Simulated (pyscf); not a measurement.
## Hydrogen shift: [H₃C–In–CH₃]• → •H₂C–InH–CH₃

Gas phase, doublet surface, charge 0. Bonds broken: C2–H3. Bonds formed: In1–H3. Structures and frequencies: ωB97X-D3(BJ)/def2-SVP in PySCF.

Transition state (Å):

```xyz
9

In    -0.3263    -0.7252    -1.0411
C     -2.2435    -1.3116    -0.3921
H     -0.6285    -1.9887     0.2441
H     -2.8991    -0.7833     0.3192
H     -2.5375    -2.3543    -0.5699
C      0.6542     1.1275    -1.5243
H      1.7302     0.9820    -1.6896
H      0.2006     1.5579    -2.4294
H      0.5099     1.8313    -0.6894
```

One imaginary mode, 1633i cm⁻¹; descent along it reached the two sides named.

| bond | change | reactant side (Å) | saddle | product side |
|---|---|---|---|---|
| C2–H3 | breaks | 1.129 | 1.863 | 3.3 |
| In1–H3 | forms | 2.8 | 1.827 | 1.732 |

Electronic energies relative to the reactant's lowest minimum found (kcal/mol):

```tsv
level	barrier	reaction energy	reverse barrier
ωB97X-D3(BJ)/def2-TZVP	68.5	+30.0	38.5
PBE/def2-TZVP	61.8	+34.5	27.3
r²SCAN/def2-TZVP	62.9	+31.0	32.0
B3LYP-D3(BJ)/def2-TZVP	66.0	+33.1	32.8
PBE0-D3(BJ)/def2-TZVP	65.9	+32.6	33.4
M06-2X/def2-TZVP	70.2	+35.3	35.0
ωB97M-D3(BJ)/def2-TZVP	68.3	+31.8	36.5
HF/def2-TZVP	72.8	+23.6	49.2
```

With ωB97M-D3(BJ)/def2-TZVP energies and thermal terms (ideal gas, 1 atm, RRHO with modes under 100 cm⁻¹ raised to 100, one conformer, R ln 2 for chiral ones without a mode under 150 cm⁻¹), in kcal/mol:

```json
[
 {"T (K)": "298", "ΔH‡": "63.9", "ΔG‡": "64.0", "ΔH": "+28.2", "ΔG": "+27.9"},
 {"T (K)": "600", "ΔH‡": "63.9", "ΔG‡": "64.2", "ΔH": "+28.8", "ΔG": "+27.3"},
 {"T (K)": "900", "ΔH‡": "63.8", "ΔG‡": "64.3", "ΔH": "+29.4", "ΔG": "+26.4"},
 {"T (K)": "1200", "ΔH‡": "63.7", "ΔG‡": "64.5", "ΔH": "+29.8", "ΔG": "+25.3"}
]
```

The same reactants have a lower exit, to CH₃• + H₃C–In [singlet] (no saddle found, reaction energy +28.1 kcal/mol at ωB97M-D3(BJ)/def2-TZVP, against +68.3 kcal/mol here). One saddle was located; it need not be the lowest between these sides. Elements past Kr carry the def2 core potentials, without spin-orbit coupling.
